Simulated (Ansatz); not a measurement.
Two isomers of C7H8: A = `CC=C1C=CC=C1`, B = `C1=CC=CCC=C1`.

Program: Ansatz. Geometries: PBE0-D4/def2-TZVP. ΔE: electronic, gas phase. CCSD(T)/CBS is the MP2 limit (def2-TZVPP, def2-QZVPP) plus CCSD(T) − MP2 in def2-TZVPP, frozen cores. Functionals use def2-TZVPP. B3LYP here is the variant with VWN-RPA as its local correlation; programs differ in this.

**Question.** Which is lower in electronic energy at CCSD(T)/CBS, and by how much? (Best estimate.)

**Answer.** The calculation gave: A, by 1.3 kJ/mol. So small a gap doesn't settle the order.

**Question.** Give E(B) − E(A) in kJ/mol with r2SCAN-D4, B3LYP-D4, B2PLYP, CCSD(T)/def2-TZVPP, B3LYP, MP2/def2-TZVPP, CCSD(T)/def2-SVP. (An estimate is asked.)

**Answer.** Ansatz gave: r2SCAN-D4 2.8, B3LYP-D4 -1.4, B2PLYP 3.2, CCSD(T)/def2-TZVPP 1.2, B3LYP 4.8, MP2/def2-TZVPP 1.1, CCSD(T)/def2-SVP -2.3. The order is the other way round with B3LYP-D4, CCSD(T)/def2-SVP.

**Question.** Does the order hold for the free energy at 298.15 K (harmonic terms from PBE0-D4)? (An estimate is asked.)

**Answer.** The calculation gave: Yes: G(B) − G(A) = +9.4 kJ/mol.

Largest T1 diagnostic: 0.011.

In def2-TZVPP, CCSD(T) changes the Hartree–Fock value by −9.3 kJ/mol (the triples alone add −0.9 kJ/mol) and MP2 by −9.4 kJ/mol. Leaving LDA and LC-ωPBE aside and taking each functional with its dispersion term where it has one, the values, not all of them listed here, spread over 8.2 kJ/mol, from BLYP-D4 to B97M-V. LDA lies −6.5 kJ/mol from PBE without D4.
